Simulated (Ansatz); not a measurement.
Species: 1,1,2,2-tetrafluoroethene, C₂F₄, charge 0, multiplicity 1. SMILES: FC(=C(F)F)F
Structure (B3LYP-D3(BJ)/def2-TZVP (Ansatz, a first-principles code) minimum search):
```
C
F 1 1.3190
F 1 1.3190 2 113.18
C 1 1.3209 2 123.41 3 180.00
F 4 1.3190 1 123.41 2 -180.00
F 4 1.3190 5 113.18 1 180.00
```

Wanted: atomisation energy (electronic, to ground-state atoms), in kJ/mol. Valence correlation only, unless marked. UHF or UKS for open shells. Spin-orbit coupling is left out. No relativistic terms. The coupled-cluster limit lacks core correlation, which all-electron functionals hold. CBS marks a two-point X^-3 extrapolation of the correlation energy; Hartree-Fock from the larger set. The bracket is a focal-point correction in the basis named.

```tsv
level	program	atomisation energy (kJ/mol)	minus last row	rough core time
HF/6-31G	Ansatz	1196.9	-1260.8	-
revPBE-D3(BJ)/def2-TZVPD	Ansatz + dftd3	2505.2	47.5	under 20 s
PBE0/def2-TZVPD	Ansatz	2493.4	35.7	under 20 s
SCS-MP2/6-31G*	Ansatz	2346.6	-111.1	-
CCSD(T)/STO-3G	Ansatz	1942.2	-515.5	under 20 s
CCSD(T)/aug-cc-pVDZ	Ansatz	2250.9	-206.8	40 s
RI-MP2/CBS(cc-pVTZ,cc-pVQZ)+[CCSD(T)-MP2]/cc-pVTZ	Ansatz	2457.7	0.0	-
```

Core times are rough, on shared machines, summed over the molecules involved; a dash marks a level read off another run, or run on other hardware, by another program or under a memory cap.
